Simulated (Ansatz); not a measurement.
A made-up structure of HSO$_{2}$ (charge -1), closed shell:

```json
{"atom": "O1", "x (Å)": "-1.1309", "y (Å)": "0.6756", "z (Å)": "-0.4316"}
{"atom": "S2", "x (Å)": "-0.3672", "y (Å)": "0.2639", "z (Å)": "0.8004"}
{"atom": "O3", "x (Å)": "0.4355", "y (Å)": "-0.7796", "z (Å)": "0.0633"}
{"atom": "H4", "x (Å)": "1.0626", "y (Å)": "-0.1600", "z (Å)": "-0.4321"}
```

It is relaxed with PBE-D4/def2-SVPD and then PBE0-D4/def2-TZVPD (Ansatz 0.2.0). Atoms count as bonded within 1.22 times the sum of their covalent radii (H–H: 0.88 Å). The end point is not checked to be a true minimum.

(1) Does its bonding change? (Judge from chemistry; the calculation decides.)

The highest PBE0 orbital of the anion lies well above zero, so the extra electron may be unbound in the gas phase.

## Answers

(1) By the calculation: No: no bond forms or breaks.

Where it ends: The first stage lowers the energy by 1.62 eV in 7 steps. It ends as HSO₂ ([O][S][OH]), total charge -1:
```
4
angstrom
O -1.3865 0.8267 -0.3781
S -0.4810 0.3171 0.7496
O 0.6046 -0.8392 0.0411
H 1.2629 -0.3046 -0.4125
```

Labels in which every atom is bracketed show which atoms are joined, not bond orders.

For scale, one of the runs: PBE0-D4/def2-TZVPD relaxation, 135 basis functions, launched by `ansatz run in.yaml --threads 2 --pin off --events-out ev --progress --plain --max-ram 4352MiB`. Hardware: 2 CPU threads of an Arm Neoverse V1, shared host. Wall time about 14 s.
